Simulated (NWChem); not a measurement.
# hydrogen cyanide (CHN); SMILES N#C

Program: NWChem. Pople sets run with spherical d functions. STO-3G and 3-21G are far too small for this property and stand as cheap habits. All runs use the structure optimised with PBE0-D3(BJ)/def2-TZVP. Field at 589 nm.

| level | isotropic polarisability (bohr³) | anisotropy (bohr³) |
|---|---|---|
| B3LYP/STO-3G | 5.8 | 8.7 |
| B3LYP/6-31G* | 11.8 | 12.1 |
| B3LYP/def2-SVP | ___ | ___ |
| B3LYP/def2-SVPD | 16.6 | 8.9 |
| B3LYP/aug-cc-pVDZ | 17.2 | 9.3 |
| B3LYP/def2-TZVPD | 17.4 | 8.8 |

Q: Some entries are withheld; supply them.

A: 
- B3LYP/def2-SVP, isotropic polarisability (bohr³): 12.2
- B3LYP/def2-SVP, anisotropy (bohr³): 11.4
